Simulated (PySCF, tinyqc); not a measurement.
MP2 on RHF in the sto-6g basis, frozen core, for CH+, spin multiplicity 1, step by step. The lowest restricted solution is unstable here: a spin-polarised one lies 0.0122 hartree lower (PySCF). One step of it, computed by the program tinyqc.

Task: Orthogonalisation. S = U s U^T; symmetric (Loewdin) form X = U s^(-1/2) U^T, so that X^T S X = 1.

overlap S, order 1C 1s, 1C 2s, 1C 2px, 1C 2py, 1C 2pz, 2H 1s:
```
[[1.000000, 0.243228, 0.000000, 0.000000, 0.000000, 0.061242],
 [0.243228, 1.000000, 0.000000, 0.000000, 0.000000, 0.478221],
 [0.000000, 0.000000, 1.000000, 0.000000, 0.000000, 0.000000],
 [0.000000, 0.000000, 0.000000, 1.000000, 0.000000, 0.000000],
 [0.000000, 0.000000, 0.000000, 0.000000, 1.000000, 0.459334],
 [0.061242, 0.478221, 0.000000, 0.000000, 0.459334, 1.000000]]
```

Give: eigenvalues of S; X.

Result:

eigenvalues of S: [0.3262, 0.8213, 1.0000, 1.0000, 1.1470, 1.7055]

X, order 1C 1s, 1C 2s, 1C 2px, 1C 2py, 1C 2pz, 2H 1s:
```
[[1.0244, -0.1378, 0.0000, 0.0000, -0.0107, 0.0236],
 [-0.1378, 1.1584, 0.0000, 0.0000, 0.1273, -0.3482],
 [0.0000, 0.0000, 1.0000, 0.0000, 0.0000, 0.0000],
 [0.0000, 0.0000, 0.0000, 1.0000, 0.0000, 0.0000],
 [-0.0107, 0.1273, 0.0000, 0.0000, 1.1199, -0.3290],
 [0.0236, -0.3482, 0.0000, 0.0000, -0.3290, 1.2510]]
```
